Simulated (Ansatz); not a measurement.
Geometry optimisation, Ansatz, RKS PBE0-D4/STO-3G.

The input (input.yaml):

```yaml
crystal:
  periodic: [false, false, false]
  atoms:
    - { symbol: Al, position_ang: [0.0, 0.0, 0.0] }
    - { symbol: "N", position_ang: [0.0, 0.0, 1.92] }
    - { symbol: H, position_ang: [-0.877, -0.2713, 2.45] }
    - { symbol: H, position_ang: [0.877, 0.2713, 2.45] }
    - { symbol: F, position_ang: [1.4635, 0.0, -0.845] }
    - { symbol: H, position_ang: [-1.351, 0.0, -0.78] }
basis:
  gaussian: { orbitals: STO-3G }
hamiltonian:
  xc: pbe0
  dispersion: d4
relax:
  f_tol: 0.02
  max_steps: 40
```

Launched with:

```bash
$ ansatz run input.yaml --threads 1 --pin off --max-ram 2048MiB --backend cpu --events-out ev --progress --plain --runs-dir out
```

Question: Where does it end, and by what steps?

Answer: The forces met the threshold. Limits of this set-up: minimal basis. After 5 steps the energy has fallen by 0.793 eV; H3 moved furthest, 0.22 Å.

| step | energy less start (eV) | largest force component (eV/Å) | accepted |
| --- | --- | --- | --- |
| 0 | 0.0000 | 4.413 | yes |
| 1 | -0.7051 | 1.248 | yes |
| 2 | -0.7735 | 0.789 | yes |
| 3 | -0.7905 | 0.319 | yes |
| 4 | -0.7923 | 0.116 | yes |
| 5 | -0.7926 | 0.016 | yes |

```xyz
6
Properties=species:S:1:pos:R:3
Al -0.026 -0.006 0.049
N 0.007 -0.002 1.774
H -0.821 -0.072 2.385
H 0.848 0.076 2.366
F 1.421 0.120 -0.689
H -1.316 -0.117 -0.689
```

Whether the end is a true minimum wasn't checked by a vibrational analysis.

Time of the run: 6.2 s on 1 thread of Arm Neoverse V2, with other jobs on the host, peak memory 0.11 GiB.
